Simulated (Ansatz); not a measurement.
# BSiH (singlet): wave-function methods side by side at distance B2–H3 = 2.578 Å, 6-31G

How much of the correlation energy of BSiH (singlet) does each wave-function method recover here?

The runs use Ansatz 0.2.0, Gaussian basis; 6-31G, core rule «outside noble gas», up to 6 orbitals frozen.

The runs, in order: UHF; CCSD(T) on RHF; CCSD(T) on UHF; BCCD(T) on RHF; CISD; CCSDT(Q) on RHF; CCSDT(Q) on UHF; CISDTQ; CCSDTQ on RHF; CCSDTQ on UHF; CASSCF and MRCISD+Q, 2 electrons in 2 orbitals; CASSCF and NEVPT2, 2 electrons in 2 orbitals; CASSCF and MRCISD+Q, 8 electrons in 9 orbitals; CASSCF and MRCISD+Q(relaxed), 8 electrons in 9 orbitals; CASSCF and NEVPT2, 8 electrons in 9 orbitals; Full CI.

20 further runs of the same task are left out: 2 for a known fault of the program, 16 that didn't finish, 2 set aside as unsound or not needed.

### Step 1. The system

The geometry derives from a PBE0/def2-TZVP stationary point (not a proven minimum). One bond is set to the value named and the two fragments are kept rigid.

3 atoms, charge 0, spin multiplicity 1.

Atoms are counted from 1 here; the program's logs count them from 0.

Bond lengths: Si1–B2 1.895 Å.

### Step 2. UHF

in.yaml

```yaml
crystal:
  periodic: [false, false, false]
  atoms:
    - {symbol: Si, position_ang: [0.000000, 0.000000, -2.122765]}
    - {symbol: B, position_ang: [0.000000, 0.000000, -0.227617]}
    - {symbol: H, position_ang: [0.000000, 0.000000, 2.350383]}
basis:
  gaussian: {orbitals: 6-31G}
magnetization: {spin_polarized: true, initial_magnetization: 0}
hamiltonian: {xc: hf}
output: {orbitals: {seedname: orbitals}}
```

Launch:

```bash
$ ansatz run in.yaml --threads 1 --pin off --events-out ev --progress --plain --max-ram 2393MiB
```

Further steps of the session: CCSD(T) on RHF; CCSD(T) on UHF; BCCD(T) on RHF; CISD; CCSDT(Q) on RHF; CCSDT(Q) on UHF; CISDTQ; CCSDTQ on RHF; CCSDTQ on UHF; CASSCF and MRCISD+Q, 2 electrons in 2 orbitals; CASSCF and NEVPT2, 2 electrons in 2 orbitals; CASSCF and MRCISD+Q, 8 electrons in 9 orbitals; CASSCF and MRCISD+Q(relaxed), 8 electrons in 9 orbitals; CASSCF and NEVPT2, 8 electrons in 9 orbitals; Full CI.

Before running them: what should the planned runs give, taken together? Wanted: FCI below the RHF energy; RMP2 from FCI; RCCSD from FCI; RCCSD(T) from FCI; RCCSDT(Q) from FCI; NEVPT2 valence from FCI; MRCISD+Q valence from FCI; MRCISD+Q(relaxed) valence from FCI; T1 diagnostic.

**Answer**, as computed:

| quantity | value |
| --- | --- |
| FCI below the RHF energy | -5.1475 eV |
| RMP2 from FCI | +1880.2 meV |
| RCCSD from FCI | +375.5 meV |
| RCCSD(T) from FCI | +117.6 meV |
| RCCSDT(Q) from FCI | +34.1 meV |
| NEVPT2 valence from FCI | +219.9 meV |
| MRCISD+Q valence from FCI | +3.1 meV |
| MRCISD+Q(relaxed) valence from FCI | -4.1 meV |
| levels within 1 kcal/mol (43 meV) | RCCSDT(Q), RCCSDTQ, MRCISD valence, MRCISD+Q valence, MRCISD+Q(relaxed) valence |
| T1 diagnostic | 0.031 |
| effectively unpaired electrons | 2.94 |

RCCSD(T) lands +117.6 meV from the yardstick (2.3 % of the correlation energy). MRCISD+Q(relaxed) valence falls below full CI: the +Q correction isn't variational, and the cores differ from full CI's. With 2.9 effectively unpaired electrons against 0 the state is strongly multireference. Coupled cluster on one determinant still stays close here. Of the multireference levels listed MRCISD+Q valence comes nearest in total energy (+3.1 meV), which doesn't show that its space is the better one. These misses are within one basis, not against nature.
